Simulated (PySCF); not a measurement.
Computed and published core binding energies of `C=P(C)(C)C`

Measured values to reproduce (core binding energies): P 2p3/2 of P2 137.03 eV [1]; C 1s of C1 287.83 eV [1]; C 1s of C3 290.40 eV [1]. Sources and the comparison follow the method.

Species: C4H11P.
Geometry (PBE0-D3(BJ)/def2-SVP, Å), atoms numbered from 1 in this order:
```
atom  x, y, z in Å
C1     0.6573    1.3852    1.1404
P2     0.1212    0.1769    0.1139
C3     1.1807   -0.5662   -1.2155
C4    -1.3276    0.7309   -0.8387
C5    -0.3728   -1.2991    1.0573
H6     1.3624    1.1026    1.9268
H7     0.7561    2.3923    0.7259
H8     0.6641   -1.3482   -1.7956
H9     2.0797   -0.9952   -0.7477
H10    1.5040    0.2366   -1.8954
H11   -1.0445    1.6243   -1.4152
H12   -2.1273    1.0079   -0.1390
H13   -1.6771   -0.0458   -1.5341
H14   -0.6983   -2.1148    0.3956
H15    0.4916   -1.6405    1.6463
H16   -1.1780   -1.0228    1.7511
```

Computed with delta-SCF UKS SCAN, pcX-2 on the ionised atom, pcseg-1 elsewhere, spin-free X2C (PySCF 2.14.0). Binding energies are ΔSCF values: E(core-ionised, relaxed orbitals) − E(ground state) at a fixed geometry, referred to the vacuum level.

| atom | environment | level | this calculation (eV) | reference (eV) | difference (eV) | source |
| --- | --- | --- | --- | --- | --- | --- |
| P2 | phosphorus bonded to 4 C | P 2p3/2 | 137.03 | 137.03 | 0.00 | [1] |
| C1 | carbon bonded to P and 2 H | C 1s | 287.97 | 287.83 | +0.14 | [1] |
| C3 | sp3 carbon bound to phosphorus | C 1s | 290.19 | 290.40 | -0.21 | [1] |

[1] measured, gas; Perry, Schaaf, Jolly, LBL-3517 (X-ray photoelectron spectroscopic study of charge distributions in tetracovalent compounds of nitrogen and phosphorus, 1975) Note: scanned preprint of the 1970s; energy scale about 0.17 eV below the 1984 compilation; uncertainty about 0.05 eV.

Q: How far is it from the measured entries?

A: Over the 3 different measured values (3 distinct lines) the mean signed difference is -0.02 eV, the mean unsigned one 0.12 eV and the largest 0.21 eV. The calculation is vertical and has no vibrational structure, and measured positions depend on the energy calibration.

Q: What does the calculation give for the levels without a reference value here?

A: P2 P 1s 2150.87 eV.

The listed C 1s values span 2.22 eV, from C1 (bonded to 2 H and P (double bond)) to C3 (bonded to 3 H and P). Summing the Pauling electronegativity differences to the bonded atoms, each weighted by its formal bond order, gives -1.42 for the lowest site and -1.41 for the highest.

The list is incomplete; no value stands for C 1s of C4, C5. Spin–orbit and ligand-field terms were added within each 2p shell after the spin-free SCF. 2p1/2 minus 2p3/2 (ligand field included): P 0.89 eV. Isolated species at its PBE0-D3(BJ)/def2-SVP geometry, gas phase.

On one thread of an Arm Neoverse V2, no GPU, shared host with 96 logical CPUs at a one-minute load of 20, this took 29 s and 0.59 GiB of memory at its peak.
